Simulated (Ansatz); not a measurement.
Saddle point of CH₈SSi, closed shell (CH₆Si ([CH3][SiH3]) + H₂S → SiH₄S ([SiH3][SH]) + CH₄; bonds formed: Si1–S7, C2–H6; bonds broken: Si1–C2, H6–S7), PBE0-D4/def2-TZVP structure:

| atom | x (Å) | y (Å) | z (Å) |
| --- | --- | --- | --- |
| Si1 | -0.6570 | 0.8116 | -0.2633 |
| C2 | -0.0662 | -0.9672 | 0.7923 |
| H3 | -0.8832 | 0.7178 | -1.7226 |
| H4 | -2.0127 | 0.4419 | 0.2800 |
| H5 | -0.3739 | 2.0870 | 0.4301 |
| H6 | 0.7629 | -0.1934 | 0.1559 |
| S7 | 1.8257 | 0.8910 | -0.8127 |
| H8 | -0.4745 | -0.6622 | 1.7544 |
| H9 | 0.8555 | -1.5344 | 0.9743 |
| H10 | -0.7536 | -1.6137 | 0.2473 |
| H11 | 1.7770 | 0.0216 | -1.8357 |

Energies are electronic, without zero-point energy. Barriers and step energies count from the start structure reached by relaxing down the imaginary mode; all methods use the PBE0-D4 structures, on which another method's saddle can fall below an end. Ansatz 0.2.0; basis: def2-TZVPP, with def2-QZVPP for the basis limit; cores frozen in the correlated methods. B3LYP uses VWN-RPA correlation. Extrapolation: Hartree–Fock as exp(−7.88 √X), correlation as X^−2.97.

| method | barrier (eV) | step energy (eV) |
| --- | --- | --- |
| SPW92 | 1.760 | -0.536 |
| PBE-D4 | 2.037 | -0.608 |
| BLYP-D4 | 2.292 | -0.599 |
| r2SCAN-D4 | 2.193 | -0.628 |
| B97M-V | ? | -0.608 |
| PBE0-D4 | 2.225 | -0.612 |
| B3LYP-D4 | 2.432 | -0.603 |
| r2SCAN0-D4 | 2.318 | -0.626 |
| BHLYP-D4 | 2.659 | -0.613 |
| CAM-B3LYP-D4 | 2.557 | -0.575 |
| wB97X-V | 2.520 | -0.588 |
| wB97M-V | 2.453 | -0.578 |
| B2PLYP | ? | -0.616 |
| PBE-QIDH | ? | -0.621 |
| RPA on PBE | 2.571 | -0.556 |
| HF | 3.260 | -0.641 |
| MP2 | 2.428 | -0.617 |
| CCSD | 2.681 | -0.577 |
| CCSD(T) | 2.545 | -0.580 |

**Question.** Fill in the withheld barriers. (An estimate is asked for; the value comes from the calculation.)

**Answer.** The calculation gives: B97M-V 2.415; B2PLYP 2.515; PBE-QIDH 2.385 eV. Each is the energy of the saddle less that of the start structure, by the same method.

For comparison, the barrier by CCSD(T) at an estimated basis limit (MP2 extrapolated from triple and quadruple zeta, plus CCSD(T) − MP2 in triple zeta) is 2.469 eV.

The T1 diagnostic stays at or below 0.012.

Labels in which every atom is bracketed show which atoms are joined, not bond orders.

For scale, one of the runs: CCSD(T)/def2-TZVPP, 227 basis functions, launched by `ansatz run in.yaml --threads 4 --pin off --events-out ev --progress --plain --max-ram 9574MiB`. Time: 26 s of wall clock on 4 CPU threads of an Intel Xeon Platinum 8488C; the host was shared. Peak host memory: 3.6 GiB.
